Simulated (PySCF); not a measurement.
An unknown is described by computed data only.

Formula: P2H4.

| Property | Result |
| --- | --- |
| XPS | P2p3/2 136.7 (×2), P1s 2150.2 (×2) eV [ΔSCF SCAN, pcX-2 on the ionised atom, pcseg-1 elsewhere, spin-free X2C, 2p3/2 from a spin–orbit splitting computed afterwards within the 2p shell] |
| Triplet | lowest triplet excitation (Tamm–Dancoff): 4.86 eV [TDA wB97X-D/def2-SVPD] |
| UV, first state | lowest singlet excitation: 6.01 eV (206 nm, f = 0.229) [TDDFT wB97X-D/def2-SVPD] |
| Dipole | 0.00 D [wB97X-D/def2-SVPD] |
| Polarisability | 54.0 au [wB97X-D/def2-SVPD] |
| Rotational structure | rotational constants A, B, C: 67.086, 6.232, 6.187 GHz [GFN2-xTB] |

Gas-phase values; electronic properties from PySCF, density fitting. Levels stand in brackets. One conformer (not necessarily the lowest) at the GFN2-xTB geometry, without solvent, vibrations or thermal averaging.

Q: What is the compound? Reason from the data.

A: The core levels belong to: P2p3/2 136.7 eV, three-coordinate phosphorus; P1s 2150.2 eV, three-coordinate phosphorus. The vanishing dipole is forced by symmetry. The optimised geometry has point group C2h and is an asymmetric top. Structure: `PP` (P2H4).

Conformer computed: `[PH2:1][PH2:2]`: H–P1–P2–H 180°, H–P1–P2–H 87°.
